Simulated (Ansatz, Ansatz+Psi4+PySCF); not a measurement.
```yaml
atoms:
  - { symbol: B, position_ang: [0.0000, 0.0000, 0.0000] }
  - { symbol: N, position_ang: [-0.0101, 0.7018, -1.1238] }
```

Basis set: cc-pVTZ (spherical functions). Frozen core: 2 orbitals. Correlation on ROHF uses semicanonical orbitals with singles. Charge 0, multiplicity 3.

Computed with Ansatz (development build ahead of 0.2.0); each method stands on the lowest determinant of its kind that the runs found.

Q: Give the atomization energy at this shape (free ground-state atoms in the same class of orbitals less the molecule, no zero-point energy) of triplet BN by ROHF-CCSD(T), ROHF-CCSD, ROHF-MP2, UHF-MP2.

A:

```json
{"method": "ROHF-CCSD(T)", "atomization energy": "405.4 kJ/mol"}
{"method": "ROHF-CCSD", "atomization energy": "381.0 kJ/mol"}
{"method": "ROHF-MP2", "atomization energy": "433.8 kJ/mol"}
{"method": "UHF-MP2", "atomization energy": "425.0 kJ/mol"}
```

Caution: another spin multiplicity may lie lower. Caution for UHF-MP2: large amplitudes, a single reference is doubtful.
